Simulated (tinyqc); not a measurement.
Worked calculation: CCD on RHF in the sto-3g basis, frozen core, for H2F+, spin multiplicity 1. One step of it, computed by the program tinyqc.

Problem. CCD: starting amplitudes. t_ij^ab = <ij||ab> / (e_i + e_j - e_a - e_b), whose energy is MP2.

orbital energies (hartree): MO1 -26.537970, MO2 -1.940738, MO3 -1.048524, MO4 -0.977936, MO5 -0.967412, MO6 -0.119524, MO7 0.010726

Two-electron integrals over orbitals (pq|rs), unique and non-zero (hartree); the lowest 1 orbital is frozen and left out:
```
(22|22) 0.861794    (32|32) 0.149606    (33|22) 0.738211    (33|33) 0.700652
(42|22) -0.012855   (42|33) -0.007965   (42|42) 0.162771    (43|32) 0.009047
(43|43) 0.048709    (44|22) 0.810215    (44|33) 0.686949    (44|42) -0.078609
(44|44) 0.850720    (52|52) 0.185287    (53|53) 0.036835    (54|52) -0.028746
(54|54) 0.050529    (55|22) 0.886316    (55|33) 0.727605    (55|42) -0.050437
(55|44) 0.818082    (55|55) 0.997514    (62|22) -0.127354   (62|33) -0.078027
(62|42) -0.050120   (62|44) -0.086477   (62|55) -0.130754   (62|62) 0.065436
(63|32) 0.023141    (63|43) 0.020524    (63|63) 0.071921    (64|22) -0.166152
(64|33) -0.096003   (64|42) 0.013051    (64|44) -0.167614   (64|55) -0.171013
(64|62) 0.057004    (64|64) 0.090030    (65|52) -0.045075   (65|54) -0.012162
(65|65) 0.021733    (66|22) 0.531467    (66|33) 0.520944    (66|42) 0.059777
(66|44) 0.512124    (66|55) 0.512764    (66|62) -0.042696   (66|64) -0.022007
(66|66) 0.520134    (72|32) 0.074169    (72|43) -0.018151   (72|63) -0.021722
(72|72) 0.058155    (73|22) 0.229189    (73|33) 0.169628    (73|42) -0.052200
(73|44) 0.202373    (73|55) 0.244372    (73|62) -0.061968   (73|64) -0.100447
(73|66) 0.012010    (73|73) 0.168167    (74|32) -0.048229   (74|43) 0.003248
(74|63) -0.047737   (74|72) -0.010193   (74|74) 0.048599    (75|53) 0.025715
(75|75) 0.019640    (76|32) -0.081873   (76|43) -0.054956   (76|63) -0.090881
(76|72) 0.002485    (76|74) 0.063523    (76|76) 0.166167    (77|22) 0.582561
(77|33) 0.580879    (77|42) 0.006815    (77|44) 0.560125    (77|55) 0.571684
(77|62) -0.037258   (77|64) -0.031424   (77|66) 0.513783    (77|73) 0.065565
(77|77) 0.547350
```

Give: Starting amplitudes; correlation energy.

Solution.

Starting amplitudes (spin orbitals 1a, 1b, ...; amplitudes related by a flip of all spins are not repeated):
```
from      to        t
3a 3b  7a 7b  -0.0794
4a 4b  6a 6b  -0.0524
3a 4b  6b 7a  -0.0524
3a 3b  6a 6b  -0.0387
3a 4a  6a 7a  -0.0275
3a 4b  6a 7b   0.0249
4a 4b  7a 7b  -0.0246
2a 3b  6a 7b   0.0215
2a 4b  6a 6b  -0.0213
2a 2b  6a 6b  -0.0180
2a 2b  7a 7b  -0.0149
2a 3a  6a 7a   0.0140
5a 5b  6a 6b  -0.0128
5a 5b  7a 7b  -0.0100
2a 3b  6b 7a  -0.0075
2a 4b  7a 7b   0.0035
```

correlation energy = -0.046978 hartree
